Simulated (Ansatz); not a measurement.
**C3H2FN: one molecule under many settings**

How do the results and run time of C3H2FN respond when the settings are drawn wide?

Computed with Ansatz 0.2.0, Gaussian basis. Level: the settings change from run to run.

## Step 1: The geometry

An earlier PBE0-D4 in a triple-zeta def2 set relaxation fixed the geometry.

7 atoms, charge 0, spin multiplicity 1.

Atoms are counted from 1 here; the program's logs count them from 0.

Bond lengths: F1–C2 1.306 Å, C2–C3 1.376 Å, C3–N4 1.263 Å, C3–C5 1.512 Å, N4–C5 1.462 Å, C5–H6 1.086 Å, C5–H7 1.087 Å. Angles: F1–C2–C3 116.9°, C2–C3–N4 160.8°, C2–C3–C5 121.4°, N4–C3–C5 62.8°, C3–N4–C5 66.9°, C3–C5–N4 50.2°, C3–C5–H6 116.5°, C3–C5–H7 118.1°, N4–C5–H6 119.2°, N4–C5–H7 117.3°, H6–C5–H7 118.0°.

As a file:

| atom | x (Å) | y (Å) | z (Å) |
| --- | --- | --- | --- |
| F1 | -2.4254 | -0.0872 | -0.0387 |
| C2 | -1.3548 | -0.6591 | 0.4430 |
| C3 | -0.2087 | -0.5736 | -0.3142 |
| N4 | 0.9419 | -0.8264 | -0.7694 |
| C5 | 0.9017 | 0.3883 | 0.0425 |
| H6 | 0.8823 | 1.3558 | -0.4510 |
| H7 | 1.3243 | 0.3342 | 1.0422 |

## Step 2: wB97/def2-TZVP

Set apart from the defaults: density fitting with cc-pVTZ-jkfit, a point charge of 1.00 e beside it, high accuracy, the search for lower states set to light.

in.yaml

```yaml
crystal:
  periodic: [false, false, false]
  atoms:
    - {symbol: F, position_ang: [-2.425385, -0.087214, -0.038744]}
    - {symbol: C, position_ang: [-1.354839, -0.659086, 0.442998]}
    - {symbol: C, position_ang: [-0.208675, -0.573554, -0.314158]}
    - {symbol: N, position_ang: [0.941950, -0.826381, -0.769376]}
    - {symbol: C, position_ang: [0.901666, 0.388266, 0.042524]}
    - {symbol: H, position_ang: [0.882305, 1.355758, -0.451009]}
    - {symbol: H, position_ang: [1.324280, 0.334211, 1.042165]}
basis:
  gaussian: {orbitals: def2-TZVP, fitting: {mean_field: cc-pVTZ-jkfit}, point_charges: [{charge: 1.00, position_ang: [6.273, -0.448, 0.131]}]}
hamiltonian: {xc: {name: wB97}}
accuracy: high
scf: {lower_state_search: light}
output: {forces: true}
```

Started as:

```
$ ansatz run in.yaml --threads 2 --pin off --events-out ev --progress --plain --max-ram 4352MiB
```

The program printed, shortened:

```text
Functional definition: wB97
  name "wB97"
  cite "Chai & Head-Gordon, J. Chem. Phys. 128, 084106 (2008) doi:10.1063/1.2834918"
  cite "Becke, J. Chem. Phys. 107, 8554 (1997) doi:10.1063/1.475007"
[...]
  # The coefficients of nought are those of the uniform gas.
[...]
      + integral(e_c_pw_opposite_spin*poly(b97_u_opposite, 1, cos1, cos2, cos3, cos4))
455 factors; integrals over basis functions are off by at most 8.3e-1 eV
455 factors; integrals over basis functions are off by at most 1.9e-6 eV
[...]
mean field -7346.32789846 eV, -269.9725707483 hartree, gradient 3.3e-8 eV, S^2 0.000000; 0 other end points of the search recorded, 0 dependent functions left out
[...]
reference -7346.32789763 eV, -269.9725707180 hartree; 18, 18 occupied and 149, 149 virtual orbitals, 455 factors
Total energy: -7346.32789763 eV, -269.9725707180 hartree
Atom 0 at    -2.425385    -0.087214    -0.038744 Å, force     0.114695    -0.016840    -0.065779 eV/Å
Atom 1 at    -1.354839    -0.659086     0.442998 Å, force    -0.810142    -0.168345     0.513319 eV/Å
Atom 2 at    -0.208675    -0.573554    -0.314158 Å, force     1.229784     0.594236    -0.182908 eV/Å
Atom 3 at     0.941950    -0.826381    -0.769376 Å, force     0.056560    -0.284658    -0.221625 eV/Å
Atom 4 at     0.901666     0.388266     0.042524 Å, force    -0.584831    -0.138963    -0.091356 eV/Å
Atom 5 at     0.882305     1.355758    -0.451009 Å, force     0.028873     0.036737    -0.012945 eV/Å
Atom 6 at     1.324280     0.334211     1.042165 Å, force    -0.007925     0.010398     0.086300 eV/Å
Dipole moment:    -0.174770     0.366236     0.017015 e Å
```

It took 18 s on 2 threads of Arm Neoverse V1, shared host; peak memory 0.42 GiB.

Largest force 1.378 eV/Å, dipole 1.95 D.

## Step 3: wB97/def2-SVPD

Set apart from the defaults: charge +1, multiplicity 2, a point charge of 2.00 e beside it.

in.yaml, as its differences from that of step 2:

```diff
@@ -11,6 +11,5 @@
 basis:
-  gaussian: {orbitals: def2-TZVP, fitting: {mean_field: cc-pVTZ-jkfit}, point_charges: [{charge: 1.00, position_ang: [6.273, -0.448, 0.131]}]}
+  gaussian: {orbitals: def2-SVPD, point_charges: [{charge: 2.00, position_ang: [5.527, 0.463, -0.775]}]}
+total_charge: 1
+magnetization: {spin_polarized: true, initial_magnetization: 1}
 hamiltonian: {xc: {name: wB97}}
-accuracy: high
-scf: {lower_state_search: light}
-output: {forces: true}
```

Launched as before.

The program printed, shortened:

```text
Functional definition: wB97
  name "wB97"
  cite "Chai & Head-Gordon, J. Chem. Phys. 128, 084106 (2008) doi:10.1063/1.2834918"
  cite "Becke, J. Chem. Phys. 107, 8554 (1997) doi:10.1063/1.475007"
[...]
  # The coefficients of nought are those of the uniform gas.
[...]
      + integral(e_c_pw_opposite_spin*poly(b97_u_opposite, 1, cos1, cos2, cos3, cos4))
995 factors; their error is unknown
440 factors; integrals over basis functions are off by at most 3.9e-5 eV
[...]
mean field -7323.68502106 eV, -269.1404603520 hartree, gradient 6.1e-5 eV, S^2 0.793507; 2 other end points of the search recorded, 0 dependent functions left out
reference -7323.68501089 eV, -269.1404599782 hartree; 18, 17 occupied and 101, 102 virtual orbitals, 995 factors
Total energy: -7323.68501089 eV, -269.1404599782 hartree
```

Run time: 13 s. Hardware: 2 threads of Arm Neoverse V1, shared host.

⟨S²⟩ 0.794.

## Step 4: BHLYP/aug-cc-pVTZ

Set apart from the defaults: multiplicity 3.

in.yaml, as its differences from that of step 3:

```diff
@@ -11,5 +11,5 @@
 basis:
-  gaussian: {orbitals: def2-SVPD, point_charges: [{charge: 2.00, position_ang: [5.527, 0.463, -0.775]}]}
-total_charge: 1
-magnetization: {spin_polarized: true, initial_magnetization: 1}
-hamiltonian: {xc: {name: wB97}}
+  gaussian: {orbitals: aug-cc-pVTZ}
+magnetization: {spin_polarized: true, initial_magnetization: 2}
+hamiltonian: {xc: {name: BHLYP}}
+output: {forces: true}
```

Same command.

The program printed, shortened:

```text
Functional definition: BHLYP
  name "BHLYP"
  cite "Becke, J. Chem. Phys. 98, 1372 (1993) doi:10.1063/1.464304"
  cite "Becke, Phys. Rev. A 38, 3098 (1988) doi:10.1103/PhysRevA.38.3098"
  cite "Lee, Yang & Parr, Phys. Rev. B 37, 785 (1988) doi:10.1103/PhysRevB.37.785"
[...]
1251 factors; their error is unknown
[...]
mean field -7341.88456014 eV, -269.8092810772 hartree, gradient 6.5e-5 eV, S^2 2.062971; 0 other end points of the search recorded, 0 dependent functions left out
[...]
reference -7341.88475093 eV, -269.8092880886 hartree; 19, 17 occupied and 257, 259 virtual orbitals, 1251 factors
Total energy: -7341.88475093 eV, -269.8092880886 hartree
Atom 0 at    -2.425385    -0.087214    -0.038744 Å, force    -0.713291     0.094343     0.823714 eV/Å
Atom 1 at    -1.354839    -0.659086     0.442998 Å, force    -1.549973    -1.018381    -1.857102 eV/Å
Atom 2 at    -0.208675    -0.573554    -0.314158 Å, force     3.081270     1.237103     1.986012 eV/Å
Atom 3 at     0.941950    -0.826381    -0.769376 Å, force    -1.012080    -1.014676    -0.295320 eV/Å
Atom 4 at     0.901666     0.388266     0.042524 Å, force    -0.207861     1.111373    -0.303577 eV/Å
Atom 5 at     0.882305     1.355758    -0.451009 Å, force     0.355387    -0.391614     0.118628 eV/Å
Atom 6 at     1.324280     0.334211     1.042165 Å, force     0.046548    -0.018148    -0.472355 eV/Å
Dipole moment:    -0.039870     0.202552     0.231463 e Å
```

Wall time 28 s (2 threads of Arm Neoverse V1, shared host); peak memory 1.1 GiB.

Largest force 3.869 eV/Å, dipole 1.49 D, ⟨S²⟩ 2.063.

## Step 5: PBE0-DH/6-31G*

Options: charge -1, multiplicity 2.

in.yaml, as its differences from that of step 4:

```diff
@@ -11,5 +11,5 @@
 basis:
-  gaussian: {orbitals: aug-cc-pVTZ}
-magnetization: {spin_polarized: true, initial_magnetization: 2}
-hamiltonian: {xc: {name: BHLYP}}
-output: {forces: true}
+  gaussian: {orbitals: "6-31G*"}
+total_charge: -1
+magnetization: {spin_polarized: true, initial_magnetization: 1}
+hamiltonian: {xc: {name: PBE0-DH}}
```

Same command.

The program printed, shortened:

```text
Functional definition: PBE0-DH
  name "PBE0-DH"
  cite "Brémond & Adamo, J. Chem. Phys. 135, 024106 (2011) doi:10.1063/1.3604569"
  cite "Perdew, Burke & Ernzerhof, Phys. Rev. Lett. 77, 3865 (1996) doi:10.1103/PhysRevLett.77.3865"
[...]
761 factors; integrals over basis functions are off by at most 6.2e-4 eV
[...]
mean field -7332.71156007 eV, -269.4721795420 hartree, gradient 7.2e-6 eV, S^2 0.787121; 2 other end points of the search recorded, 0 dependent functions left out
5 core orbitals not correlated: weight in the atoms' cores, before any rotation towards them, 1.000 or more for the frozen orbitals, at most 0.000 for the correlated occupied ones
reference -7332.71157026 eV, -269.4721799167 hartree; 14, 13 occupied and 60, 61 virtual orbitals, 761 factors
second order -23.77519514 eV of doubles, -0.00000000 eV of singles
Total energy: -7335.68346965 eV, -269.5813952049 hartree
```

Run time: 3.3 s. Hardware: 2 threads of Arm Neoverse V1, shared host.

⟨S²⟩ 0.787.

## Step 6: rPW86-PBE/6-31++G**

Set apart from the defaults: coordinates scaled by 1.12, density fitting with def2-universal-jkfit, D3(BJ) with three-body dispersion.

in.yaml

```yaml
crystal:
  periodic: [false, false, false]
  atoms:
    - {symbol: F, position_ang: [-2.716432, -0.097679, -0.043393]}
    - {symbol: C, position_ang: [-1.517420, -0.738176, 0.496158]}
    - {symbol: C, position_ang: [-0.233716, -0.642381, -0.351857]}
    - {symbol: N, position_ang: [1.054984, -0.925547, -0.861701]}
    - {symbol: C, position_ang: [1.009866, 0.434858, 0.047626]}
    - {symbol: H, position_ang: [0.988181, 1.518449, -0.505130]}
    - {symbol: H, position_ang: [1.483193, 0.374316, 1.167225]}
basis:
  gaussian: {orbitals: "6-31++G**", fitting: {mean_field: def2-universal-jkfit}}
hamiltonian: {xc: {name: rPW86-PBE}, dispersion: d3bjatm}
```

Launched as before.

The program printed:

```text
Functional definition: rPW86-PBE
  name "rPW86-PBE"
  cite "Murray, Lee & Langreth, J. Chem. Theory Comput. 5, 2754 (2009) doi:10.1021/ct900365q"
  cite "Perdew, Burke & Ernzerhof, Phys. Rev. Lett. 77, 3865 (1996) doi:10.1103/PhysRevLett.77.3865"
  parent pbe
  exchange = rpw86_x
  correlation = pbe_c
415 factors; integrals over basis functions are off by at most 2.9e-1 eV
mean field evaluation 1: about -7350.6710 eV, gradient 5.3e1 eV
mean field evaluation 2: about -7248.4202 eV, gradient 1.9e2 eV
mean field evaluation 4: about -7354.8467 eV, gradient 3.8e1 eV
mean field evaluation 8: about -7358.2378 eV, gradient 1.7e-1 eV
mean field evaluation 16: about -7358.2378 eV, gradient 2.9e-4 eV
mean field -7358.23781249 eV, -270.4102520163 hartree, gradient 1.9e-5 eV, S^2 0.000000; 0 other end points of the search recorded, 0 dependent functions left out
reference -7358.23796527 eV, -270.4102576307 hartree; 18, 18 occupied and 89, 89 virtual orbitals, 415 factors
Total energy: -7358.34906083 eV, -270.4143403172 hartree
```

Wall time 2.9 s (2 threads of Arm Neoverse V1, shared host).

## Step 7: revPBE/def2-TZVPD

in.yaml

```yaml
crystal:
  periodic: [false, false, false]
  atoms:
    - {symbol: F, position_ang: [-2.425385, -0.087214, -0.038744]}
    - {symbol: C, position_ang: [-1.354839, -0.659086, 0.442998]}
    - {symbol: C, position_ang: [-0.208675, -0.573554, -0.314158]}
    - {symbol: N, position_ang: [0.941950, -0.826381, -0.769376]}
    - {symbol: C, position_ang: [0.901666, 0.388266, 0.042524]}
    - {symbol: H, position_ang: [0.882305, 1.355758, -0.451009]}
    - {symbol: H, position_ang: [1.324280, 0.334211, 1.042165]}
basis:
  gaussian: {orbitals: def2-TZVPD}
hamiltonian: {xc: {name: revPBE}}
output: {forces: true}
```

The command is unchanged.

The program printed, shortened:

```text
Functional definition: revPBE
  name "revPBE"
  cite "Zhang & Yang, Phys. Rev. Lett. 80, 890 (1998) doi:10.1103/PhysRevLett.80.890"
  cite "Perdew, Burke & Ernzerhof, Phys. Rev. Lett. 77, 3865 (1996) doi:10.1103/PhysRevLett.77.3865"
[...]
1000 factors; their error is unknown
[...]
mean field -7346.03687430 eV, -269.9618758077 hartree, gradient 1.5e-5 eV, S^2 0.000000; 0 other end points of the search recorded, 0 dependent functions left out
[...]
reference -7346.03693656 eV, -269.9618780958 hartree; 18, 18 occupied and 188, 188 virtual orbitals, 1000 factors
Total energy: -7346.03693656 eV, -269.9618780958 hartree
Atom 0 at    -2.425385    -0.087214    -0.038744 Å, force    -1.118634     0.478369    -0.296901 eV/Å
Atom 1 at    -1.354839    -0.659086     0.442998 Å, force     0.641865    -0.452243     0.472314 eV/Å
Atom 2 at    -0.208675    -0.573554    -0.314158 Å, force    -1.251378    -0.088235     0.122475 eV/Å
Atom 3 at     0.941950    -0.826381    -0.769376 Å, force     1.274074    -0.682377    -0.678890 eV/Å
Atom 4 at     0.901666     0.388266     0.042524 Å, force     0.359005     0.456695     0.219519 eV/Å
Atom 5 at     0.882305     1.355758    -0.451009 Å, force    -0.014676     0.283922    -0.112894 eV/Å
Atom 6 at     1.324280     0.334211     1.042165 Å, force     0.109744     0.003868     0.274376 eV/Å
Dipole moment:     0.071060     0.366646    -0.004297 e Å
```

It took 3.3 s on 2 threads of Arm Neoverse V1, shared host.

Largest force 1.597 eV/Å, dipole 1.79 D.

## Step 8: RPBE/def2-TZVPD

Set apart from the defaults: finite nuclei, D4 dispersion.

in.yaml, as its differences from that of step 7:

```diff
@@ -11,4 +11,3 @@
 basis:
-  gaussian: {orbitals: def2-TZVPD}
-hamiltonian: {xc: {name: revPBE}}
-output: {forces: true}
+  gaussian: {orbitals: def2-TZVPD, nuclear_model: gaussian}
+hamiltonian: {xc: {name: RPBE}, dispersion: d4}
```

Launched as before.

The program printed:

```text
Functional definition: RPBE
  name "RPBE"
  cite "Hammer, Hansen & Nørskov, Phys. Rev. B 59, 7413 (1999) doi:10.1103/PhysRevB.59.7413"
  cite "Perdew, Burke & Ernzerhof, Phys. Rev. Lett. 77, 3865 (1996) doi:10.1103/PhysRevLett.77.3865"
  parameter kappa = 0.804
  parameter beta = 0.06672455060314922
  exchange = rpbe_x(kappa = kappa, mu = beta*pi^2/3)
  correlation = pbe_c(beta = beta)
1000 factors; their error is unknown
mean field evaluation 1: about -7339.3497 eV, gradient 6.0e1 eV
mean field evaluation 2: about -7264.9394 eV, gradient 1.7e2 eV
mean field evaluation 4: about -7346.4501 eV, gradient 2.8e1 eV
mean field evaluation 8: about -7348.2004 eV, gradient 4.3e-1 eV
mean field evaluation 16: about -7348.1712 eV, gradient 7.5e-4 eV
mean field -7348.17115582 eV, -270.0403092072 hartree, gradient 3.5e-5 eV, S^2 0.000000; 0 other end points of the search recorded, 0 dependent functions left out
reference -7348.17120470 eV, -270.0403110033 hartree; 18, 18 occupied and 188, 188 virtual orbitals, 1000 factors
Total energy: -7348.65886756 eV, -270.0582322831 hartree
```

Run time: 2.7 s. Hardware: 2 threads of Arm Neoverse V1, shared host.

## Step 9: wB97X/aug-pcseg-2

Set apart from the defaults: charge -1, multiplicity 2, atoms shaken by 0.15 Å.

in.yaml

```yaml
crystal:
  periodic: [false, false, false]
  atoms:
    - {symbol: F, position_ang: [-2.510238, -0.039705, -0.063621]}
    - {symbol: C, position_ang: [-1.323163, -0.733413, 0.473392]}
    - {symbol: C, position_ang: [-0.121924, -0.449279, -0.311351]}
    - {symbol: N, position_ang: [0.995395, -0.816924, -0.749083]}
    - {symbol: C, position_ang: [0.878003, 0.145965, 0.024747]}
    - {symbol: H, position_ang: [0.895015, 1.511306, -0.404165]}
    - {symbol: H, position_ang: [1.368999, 0.398078, 1.154734]}
basis:
  gaussian: {orbitals: aug-pcseg-2}
total_charge: -1
magnetization: {spin_polarized: true, initial_magnetization: 1}
hamiltonian: {xc: {name: wB97X}}
output: {forces: true}
```

Same command.

The program printed, shortened:

```text
Functional definition: wB97X
  name "wB97X"
  cite "Chai & Head-Gordon, J. Chem. Phys. 128, 084106 (2008) doi:10.1063/1.2834918"
  cite "Becke, J. Chem. Phys. 107, 8554 (1997) doi:10.1063/1.475007"
[...]
  # The coefficients of nought are those of the uniform gas.
[...]
      + exact_x_lr(omega)
[...]
      + integral(e_c_pw_opposite_spin*poly(b97_u_opposite, 1, cos1, cos2, cos3, cos4))
1105 factors; their error is unknown
488 factors; integrals over basis functions are off by at most 4.0e-5 eV
[...]
mean field -7342.79292773 eV, -269.8426629702 hartree, gradient 3.0e-5 eV, S^2 0.763718; 2 other end points of the search recorded, 0 dependent functions left out
[...]
reference -7342.79288012 eV, -269.8426612207 hartree; 19, 18 occupied and 257, 258 virtual orbitals, 1105 factors
Total energy: -7342.79288012 eV, -269.8426612207 hartree
Atom 0 at    -2.510238    -0.039705    -0.063621 Å, force     1.273232    -0.510295     0.516949 eV/Å
Atom 1 at    -1.323163    -0.733413     0.473392 Å, force    -1.938697    -0.357435    -1.357600 eV/Å
Atom 2 at    -0.121924    -0.449279    -0.311351 Å, force   -12.851769    -6.260955    -0.716277 eV/Å
Atom 3 at     0.995395    -0.816924    -0.749083 Å, force     2.485498    -8.234915    -6.484557 eV/Å
Atom 4 at     0.878003     0.145965     0.024747 Å, force    11.721321    19.380190    10.109517 eV/Å
Atom 5 at     0.895015     1.511306    -0.404165 Å, force     0.435242    -2.528277     0.464719 eV/Å
Atom 6 at     1.368999     0.398078     1.154734 Å, force    -1.124827    -1.488312    -2.532751 eV/Å
Dipole moment:     0.165809     0.150837    -0.203330 e Å
```

Run time: 72 s. Hardware: 2 threads of Arm Neoverse V1, shared host; peak memory 1.4 GiB.

Largest force 24.803 eV/Å, ⟨S²⟩ 0.764.

## Step 10: r2SCAN/cc-pVTZ

This run has rVV10 dispersion, high accuracy.

in.yaml

```yaml
crystal:
  periodic: [false, false, false]
  atoms:
    - {symbol: F, position_ang: [-2.425385, -0.087214, -0.038744]}
    - {symbol: C, position_ang: [-1.354839, -0.659086, 0.442998]}
    - {symbol: C, position_ang: [-0.208675, -0.573554, -0.314158]}
    - {symbol: N, position_ang: [0.941950, -0.826381, -0.769376]}
    - {symbol: C, position_ang: [0.901666, 0.388266, 0.042524]}
    - {symbol: H, position_ang: [0.882305, 1.355758, -0.451009]}
    - {symbol: H, position_ang: [1.324280, 0.334211, 1.042165]}
basis:
  gaussian: {orbitals: cc-pVTZ}
hamiltonian: {xc: {name: r2SCAN}, dispersion: rvv10}
accuracy: high
output: {forces: true}
```

Launched as before.

The program printed, shortened:

```text
Functional definition: r2SCAN+rVV10
  name "r2SCAN+rVV10"
  cite "Furness, Kaplan, Ning, Perdew & Sun, J. Phys. Chem. Lett. 11, 8208 (2020) doi:10.1021/acs.jpclett.0c02405"
  cite "Furness, Kaplan, Ning, Perdew & Sun, J. Phys. Chem. Lett. 11, 9248 (2020) doi:10.1021/acs.jpclett.0c03077"
  cite "Vydrov & Van Voorhis, J. Chem. Phys. 133, 244103 (2010) doi:10.1063/1.3521275"
  cite "Sabatini, Gorni & de Gironcoli, Phys. Rev. B 87, 041108(R) (2013) doi:10.1103/PhysRevB.87.041108"
  cite "Ning et al., Phys. Rev. B 106, 075422 (2022) doi:10.1103/PhysRevB.106.075422"
  parent "r2scan"
[...]
3126 factors; integrals over basis functions are off by at most 3.4e-9 eV
[...]
mean field -7342.27976577 eV, -269.8238046161 hartree, gradient 7.2e-8 eV, S^2 0.000000; 0 other end points of the search recorded, 0 dependent functions left out
[...]
reference -7342.27976638 eV, -269.8238046384 hartree; 18, 18 occupied and 160, 160 virtual orbitals, 3126 factors
Total energy: -7342.27976638 eV, -269.8238046384 hartree
Atom 0 at    -2.425385    -0.087214    -0.038744 Å, force    -0.429815     0.174367    -0.096224 eV/Å
Atom 1 at    -1.354839    -0.659086     0.442998 Å, force     0.479650    -0.132040     0.092837 eV/Å
Atom 2 at    -0.208675    -0.573554    -0.314158 Å, force    -0.734330    -0.039416     0.041916 eV/Å
Atom 3 at     0.941950    -0.826381    -0.769376 Å, force     0.525520    -0.302232    -0.225501 eV/Å
Atom 4 at     0.901666     0.388266     0.042524 Å, force     0.204900     0.309120     0.183751 eV/Å
Atom 5 at     0.882305     1.355758    -0.451009 Å, force    -0.026518    -0.000227     0.000981 eV/Å
Atom 6 at     1.324280     0.334211     1.042165 Å, force    -0.019407    -0.009571     0.002240 eV/Å
Dipole moment:     0.059585     0.371018     0.007628 e Å
```

It took 37 s on 2 threads of Arm Neoverse V1, shared host; peak memory 0.77 GiB.

Largest force 0.737 eV/Å, dipole 1.81 D.

## Step 11: All runs side by side

| level | charge | multiplicity | geometry | functions | energy (eV) | time |
| --- | --- | --- | --- | --- | --- | --- |
| wB97/def2-TZVP | 0 | 1 | relaxed, point charge | 167 | -7346.328 | 18 s |
| wB97/def2-SVPD | 1 | 2 | relaxed, point charge | 119 | -7323.685 | 13 s |
| BHLYP/aug-cc-pVTZ | 0 | 3 | relaxed | 276 | -7341.885 | 28 s |
| PBE0-DH/6-31G* | -1 | 2 | relaxed | 79 | -7335.683 | 3.3 s |
| rPW86-PBE/6-31++G** | 0 | 1 | scaled | 107 | -7358.349 | 2.9 s |
| revPBE/def2-TZVPD | 0 | 1 | relaxed | 206 | -7346.037 | 3.3 s |
| RPBE/def2-TZVPD | 0 | 1 | relaxed | 206 | -7348.659 | 2.7 s |
| wB97X/aug-pcseg-2 | -1 | 2 | shaken | 276 | -7342.793 | 72 s |
| r2SCAN/cc-pVTZ | 0 | 1 | relaxed | 178 | -7342.280 | 37 s |

## Step 12: Outcome

```
                                         quantity                    value
                                             runs                        9
                                         quickest   RPBE/def2-TZVPD, 2.7 s
                                          slowest  wB97X/aug-pcseg-2, 72 s
spread of total energies, same state and geometry                   6.4 eV
                  dipole, same state and geometry           1.79 to 1.81 D
```

wB97X/aug-pcseg-2 took 27 times as long as RPBE/def2-TZVPD. The jobs differ in tasks and options as well as level. Total energies at one charge and spin differ by 6 eV between levels, so only differences within one level mean anything. At the PBE0-D4/def2-TZVP geometry and in the same state, runs without warnings or point charges leave forces up to 1.60 eV/Å (revPBE/def2-TZVPD).
